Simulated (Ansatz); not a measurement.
Gas-phase electronic energies from Ansatz, PBE0-D4/def2-TZVP geometries. CCSD(T)/CBS is the MP2 limit (def2-TZVPP, def2-QZVPP) plus CCSD(T) − MP2 in def2-TZVPP, frozen cores. DFT in def2-TZVPP. Each species was taken in one conformer, which may not be the lowest.

`CC(=N)F` → `N=CCF`  (isomerisation)

`CC(=N)F`:

```xyz
8

C    -0.518    0.259    0.598
C     0.615    0.007   -0.334
N     0.737   -0.756   -1.313
F     1.669    0.770   -0.011
H    -1.380   -0.354    0.343
H    -0.207    0.042    1.622
H    -0.798    1.314    0.559
H    -0.118   -1.282   -1.465
```

`N=CCF`:

Cartesian coordinates in Å:
```
N 1.237 0.306 1.062
C 0.282 0.650 0.318
C -0.577 -0.254 -0.510
F -0.198 -1.567 -0.367
H 1.358 -0.709 1.030
H 0.025 1.712 0.242
H -0.501 0.019 -1.569
H -1.626 -0.158 -0.206
```

```csv
level,ΔE (kcal/mol)
B97M-V,16.1
PBE0-D4,15.8
r2SCAN0-D4,16.4
MP2/CBS(def2),15.5
```

Problem. What does CCSD(T)/CBS give? (Best estimate.)

Solution. Ansatz gave: +14.3 kcal/mol. The listed levels differ from it by 1.8, 1.5, 2.1, 1.2 kcal/mol.

Largest T1 diagnostic among the species: 0.012.

Leaving LDA and LC-ωPBE aside and taking each functional with its dispersion term where it has one, the values, not all of them listed here, spread over 2.0 kcal/mol, from BLYP-D4 to r2SCAN-D4. LDA lies +1.7 kcal/mol from PBE without D4.
